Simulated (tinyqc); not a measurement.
Worked calculation: Pariser-Parr-Pople SCF with singles CI, for the molecule c1ccccc1 (SMILES; centres numbered as the heavy atoms are written). One step of it, computed by the program tinyqc.

Task: Singles CI, triplets. Over the 9 single excitations with the smallest orbital gaps: A = (e_a - e_i) delta - (ij|ab), with (pq|rs) = sum c_mp c_mq gamma_mn c_nr c_ns.

orbital energies (eV): [-13.352711, -10.353475, -10.353179, -0.836820, -0.836525, 2.162711]

coefficients, order 1C, 2C, 3C, 4C, 5C, 6C:
$$\begin{pmatrix}
0.408260 & 0.577342 & 0.000000 & 0.000000 & 0.577342 & 0.408260 \\
0.408242 & 0.288683 & 0.500000 & 0.500000 & -0.288683 & -0.408242 \\
0.408242 & -0.288683 & 0.500000 & -0.500000 & -0.288683 & 0.408242 \\
0.408260 & -0.577342 & 0.000000 & 0.000000 & 0.577342 & -0.408260 \\
0.408242 & -0.288683 & -0.500000 & 0.500000 & -0.288683 & 0.408242 \\
0.408242 & 0.288683 & -0.500000 & -0.500000 & -0.288683 & -0.408242
\end{pmatrix}$$

repulsion gamma_rs (eV), order 1C, 2C, 3C, 4C, 5C, 6C:
$$\begin{pmatrix}
11.130000 & 5.346287 & 3.872515 & 3.517455 & 3.872515 & 5.346287 \\
5.346287 & 11.130000 & 5.345539 & 3.872515 & 3.518103 & 3.873196 \\
3.872515 & 5.345539 & 11.130000 & 5.346287 & 3.873196 & 3.518103 \\
3.517455 & 3.872515 & 5.346287 & 11.130000 & 5.346287 & 3.872515 \\
3.872515 & 3.518103 & 3.873196 & 5.346287 & 11.130000 & 5.345539 \\
5.346287 & 3.873196 & 3.518103 & 3.872515 & 5.345539 & 11.130000
\end{pmatrix}$$

Give: triplet CI matrix; triplet excitation energies.

Result:

triplet CI matrix (eV):
```
       3>4    3>5    2>4     2>5    3>6    1>4     1>5     2>6
3>4  3.550  0.000  0.000   0.452  0.000  0.000   0.000   0.000
3>5  0.000  4.455  0.452   0.000  0.000  0.000   0.000   0.000
2>4  0.000  0.452  4.455   0.000  0.000  0.000   0.000   0.000
2>5  0.452  0.000  0.000   3.550  0.000  0.000   0.000   0.000
3>6  0.000  0.000  0.000   0.000  7.002  1.514   0.000   0.000
1>4  0.000  0.000  0.000   0.000  1.514  7.002   0.000   0.000
1>5  0.000  0.000  0.000   0.000  0.000  0.000   7.002  -1.514
2>6  0.000  0.000  0.000   0.000  0.000  0.000  -1.514   7.002
1>6  1.514  0.000  0.000  -1.514  0.000  0.000   0.000   0.000

        1>6
3>4   1.514
3>5   0.000
2>4   0.000
2>5  -1.514
3>6   0.000
1>4   0.000
1>5   0.000
2>6   0.000
1>6  10.001
```

triplet excitation energies (eV): [2.487, 4.002, 4.003, 4.907, 5.487, 5.488, 8.516, 8.516, 10.611]
